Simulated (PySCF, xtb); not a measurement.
# C2NP: which of two isomers lies lower

Structure a is `N#CC#P`, a singlet and structure b is `[C-]#[N+]C#P`, a singlet. Both are isolated molecules in the gas phase, relaxed with B3LYP-D3(BJ)/def2-SVP.

Task: Estimate E(b) − E(a) at the level CCSD(T)/def2-SVP + ΔMP2/def2-TZVPP.

Result: Calculated at CCSD(T)/def2-SVP + ΔMP2/def2-TZVPP: E(b) − E(a) = +102.5 kJ/mol, so structure a lies lower.

How the difference moves with the method:

```json
{"level": "GFN2-xTB", "geometry": "GFN2-xTB", "E(b) − E(a) (kJ/mol)": "+81.3", "departure from the last row (kJ/mol)": "−21.2", "job, with rough time for the two": "optimisation, 0.35 s"}
{"level": "HF/STO-3G", "geometry": "GFN2-xTB", "E(b) − E(a) (kJ/mol)": "+106.3", "departure from the last row (kJ/mol)": "+3.7", "job, with rough time for the two": "single point, 3.3 s"}
{"level": "r2SCAN-D4/def2-SVP", "geometry": "GFN2-xTB", "E(b) − E(a) (kJ/mol)": "+91.7", "departure from the last row (kJ/mol)": "−10.8", "job, with rough time for the two": "single point, 14 s"}
{"level": "B3LYP-D3(BJ)/def2-SVP", "geometry": "B3LYP-D3(BJ)/def2-SVP", "E(b) − E(a) (kJ/mol)": "+88.3", "departure from the last row (kJ/mol)": "−14.2", "job, with rough time for the two": "optimisation, 46 s"}
{"level": "HF/def2-SVP", "geometry": "B3LYP-D3(BJ)/def2-SVP", "E(b) − E(a) (kJ/mol)": "+73.3", "departure from the last row (kJ/mol)": "−29.3", "job, with rough time for the two": "part of the CCSD(T) run"}
{"level": "MP2/def2-SVP", "geometry": "B3LYP-D3(BJ)/def2-SVP", "E(b) − E(a) (kJ/mol)": "+118.3", "departure from the last row (kJ/mol)": "+15.8", "job, with rough time for the two": "part of the CCSD(T) run"}
{"level": "CCSD(T)/def2-SVP", "geometry": "B3LYP-D3(BJ)/def2-SVP", "E(b) − E(a) (kJ/mol)": "+100.3", "departure from the last row (kJ/mol)": "−2.3", "job, with rough time for the two": "single point"}
{"level": "CCSD(T)/def2-SVP + ΔMP2/def2-TZVPP", "geometry": "B3LYP-D3(BJ)/def2-SVP", "E(b) − E(a) (kJ/mol)": "+102.5", "departure from the last row (kJ/mol)": "", "job, with rough time for the two": "single point, 30 s"}
```

As drawn, b has 1 C–N in place of 1 C–C.

None of the levels shown reverses the order. The largest departure from CCSD(T)/def2-SVP + ΔMP2/def2-TZVPP is that of HF/def2-SVP, 29.3 kJ/mol. The last row adds to CCSD(T) the change of the MP2 difference between the two basis sets, here +2.3 kJ/mol.

With thermal terms from frequencies at re-optimised GFN2-xTB minima (ideal gas, soft modes damped towards free rotors, one conformer each, 298.15 K, 1 atm): the zero-point term adds +0.5 kJ/mol; ΔH is +103.2 and ΔG +96.5 kJ/mol.

The correlated steps freeze 8 core orbitals. Programs: PySCF 2.14.0, xtb 6.7.1; the last row on 2 threads of Intel(R) Xeon(R) Processor @ 2.50GHz (Skylake/Cascade Lake) on a shared host.
